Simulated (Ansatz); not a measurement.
**CH2FO radical: a ladder of functionals and wavefunction methods**

One table from this session's results is given with a row withheld; the runs are named, their logs left out.

The runs use Ansatz 0.2.0, Gaussian basis; functionals in def2-TZVPP, the program's frozen cores in correlated methods.

Levels to be run: LDA (SPW92), PBE-D4, revPBE-D4, BLYP-D4, r2SCAN-D4, B97M-V, PBE0-D4, B3LYP-D4, r2SCANh-D4, r2SCAN0-D4, HSE06-D4, BHLYP-D4, CAM-B3LYP-D4, LC-ωPBE, ωB97X-V, ωB97M-V, B2PLYP, PBE-QIDH; CCSD(T)/def2-SVP; CCSD(T)/def2-TZVPP; MP2/def2-QZVPP; extrapolation to the limit; RPA on PBE.

## The geometry

All runs share one geometry, relaxed beforehand with PBE0-D4 in a triple-zeta def2 set.

SMILES `[O]CF`, 5 atoms, charge 0, spin multiplicity 2.

Atoms are counted from 1 here; the program's logs count them from 0.

Bond lengths: O1–C2 1.303 Å, C2–F3 1.376 Å, C2–H4 1.109 Å, C2–H5 1.109 Å. Angles: O1–C2–F3 115.3°, O1–C2–H4 109.4°, O1–C2–H5 109.4°, F3–C2–H4 107.5°, F3–C2–H5 107.5°, H4–C2–H5 107.3°.

As a file:

```xyz
5

O    -1.12271    0.20273    0.60997
C    -0.00956   -0.01228   -0.03305
F     1.10551   -0.17466    0.75717
H    -0.11294   -0.92485   -0.65522
H     0.18950    0.83545   -0.72027
```

Set-up of the first run:

File in.yaml:

```yaml
crystal:
  periodic: [false, false, false]
  atoms:
    - {symbol: O, position_ang: [-1.122708, 0.202735, 0.609972]}
    - {symbol: C, position_ang: [-0.009561, -0.012283, -0.033048]}
    - {symbol: F, position_ang: [1.105506, -0.174662, 0.757168]}
    - {symbol: H, position_ang: [-0.112936, -0.924845, -0.655221]}
    - {symbol: H, position_ang: [0.189500, 0.835455, -0.720270]}
basis:
  gaussian: {orbitals: def2-TZVPP}
magnetization: {spin_polarized: true, initial_magnetization: 1}
hamiltonian: {xc: lda}
output: {orbitals: {seedname: orbitals}}
```

Among the steps run: LDA; PBE-D4 (GGA); revPBE-D4 (GGA); BLYP-D4 (GGA); r2SCAN-D4 (meta-GGA); B97M-V (meta-GGA); PBE0-D4 (hybrid); B3LYP-D4 (hybrid); r2SCANh-D4 (hybrid); r2SCAN0-D4 (hybrid); HSE06-D4 (hybrid); BHLYP-D4 (hybrid); CAM-B3LYP-D4 (range-separated); LC-ωPBE (range-separated); ωB97X-V (range-separated); ωB97M-V (range-separated); B2PLYP (double hybrid); PBE-QIDH (double hybrid).

One of the session's tables, all rows but one given; the rest of the session is left out.

It belongs to the step «Frontier levels by functional». 

| functional | HOMO (eV) | LUMO (eV) | gap (eV) |
| --- | --- | --- | --- |
| LDA (SPW92) | -7.50 | -6.31 | 1.19 |
| PBE-D4 | -7.44 | -5.89 | 1.55 |
| revPBE-D4 | -7.38 | -5.78 | 1.60 |
| BLYP-D4 | -7.39 | -5.87 | 1.52 |
| r2SCAN-D4 | -7.93 | -5.32 | 2.60 |
| B97M-V | -8.11 | -5.37 | 2.74 |
| PBE0-D4 | -9.36 | -4.33 | 5.03 |
| B3LYP-D4 | -9.08 | -4.85 | 4.24 |
| r2SCANh-D4 | -8.63 | -4.73 | 3.90 |
| r2SCAN0-D4 | -9.69 | -3.83 | 5.86 |
| HSE06-D4 | -8.94 | -4.73 | 4.21 |
| BHLYP-D4 | ? | ? | ? |
| CAM-B3LYP-D4 | -10.92 | -3.21 | 7.72 |
| LC-ωPBE | -12.31 | -1.82 | 10.49 |
| ωB97X-V | -11.91 | -2.05 | 9.86 |
| ωB97M-V | -11.83 | -2.09 | 9.74 |

Estimate the missing values for BHLYP-D4.

Worked estimate for «HOMO (eV)». Against the share of exact exchange, BLYP-D4 (0, -7.39), B3LYP-D4 (0.2, -9.08) give a slope of -8.45 per unit share; at 0.5 the line stands at -11.61.

**Answer.** HOMO (eV): -11.23; LUMO (eV): -2.67; gap (eV): 8.56. In «HOMO (eV)» the line misses by -0.38.
